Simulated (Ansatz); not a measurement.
Process, species as SMILES: C(=O)=S + 4 [H][H] (H2) → C (CH4) + O (H2O) + S (H2S)
B3LYP-D3(BJ)/def2-TZVP geometries, fixed; electronic energies without zero-point terms.

Basis-set convergence of the energy of full hydrogenation at CCSD(T) with Ansatz (an electronic-structure program). Cartesian d functions, on some or all atoms, in 6-31+G*, 6-311G**; all else is spherical. Cores are frozen. No added dispersion term, no relativity. Functions are those of the species that has most. Reference: Hartree-Fock in aug-cc-pV(Q+d)Z plus the correlation part extrapolated as X^-3 from aug-cc-pV(T+d)Z and aug-cc-pV(Q+d)Z, -64.13 kcal/mol, itself unsure by roughly 0.21 kcal/mol (a third of the extrapolation step and of the last Hartree-Fock step).

```tsv
basis	functions	energy of full hydrogenation (kcal/mol)
6-31+G*	61	?
6-311G**	63	?
def2-SVPD	70	?
def2-TZVP	99	-54.24
6-311++G(3df,3pd)	125	?
aug-pcseg-2	142	-63.72
aug-cc-pV(T+d)Z	147	-64.73
cc-pV(Q+d)Z	175	-62.97
def2-QZVPPD	208	-64.23
```

Task: What belongs in the gaps?

Result: 
- 6-31+G*, energy of full hydrogenation (kcal/mol): -43.12
- 6-311G**, energy of full hydrogenation (kcal/mol): -55.79
- def2-SVPD, energy of full hydrogenation (kcal/mol): -71.17
- 6-311++G(3df,3pd), energy of full hydrogenation (kcal/mol): -63.76
